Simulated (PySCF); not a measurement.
Proton affinity of ammonia, site by site

System: ammonia, `N` (NH3). Atom numbers as in the mapped SMILES `[NH3:1]`.

Computed at ωB97X-D3(BJ)/def2-TZVP // PBE0-D3(BJ)/def2-SVP with PySCF (density fitting, grid level 2). Zero-point and thermal terms (298.15 K, 1 bar) come from unscaled PBE0-D3(BJ)/def2-SVP harmonic frequencies, with soft modes damped to free rotors in the entropy.

| site | product | PA / eV | GB / eV |
| --- | --- | --- | --- |
| N1 (amine nitrogen) | [NH4]+ | 8.95 | 8.59 |

PA is −ΔH and GB is −ΔG of B + H⁺ → BH⁺ in the gas phase.

In chloroform the product from N1 is solvated 2.68 eV more strongly than the parent (electrostatics only).

Against the Active Thermochemical Tables (version 1.112): N1 853 (computed 863, error 10) kJ/mol.

Measured values (NIST Chemistry WebBook, evaluated or the median of agreeing entries): proton affinity (−ΔH) 854 kJ/mol (computed 863, difference 10); gas-phase basicity (−ΔG) 819 kJ/mol (computed 829, difference 10).

Differences come from unrounded values, so a last digit can differ from that of the printed terms.
